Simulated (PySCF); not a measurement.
Computed with PBE-D3(BJ)/def2-TZVP // B3LYP-D3(BJ)/def2-SVP run with PySCF. Gas-phase values, no solvent. 

Reference species (SMILES): `S(C)C` (neutral, multiplicity 1).

```json
{
 "HOMO–LUMO gap": "4.98 eV",
 "dipole_moment": "1.53 D",
 "HOMO": "-5.03 eV"
}
```

Changed species: `CN(C)C` (free base N(CH3)3; the reference has free base S(CH3)2).

### Question
Give the shifts of the HOMO–LUMO gap, dipole moment and HOMO.

### Answer
the HOMO–LUMO gap rises by 0.12 eV, to 5.10 eV; the dipole moment falls by 1.19 D, to 0.34 D; the HOMO rises by 0.29 eV, to -4.74 eV.
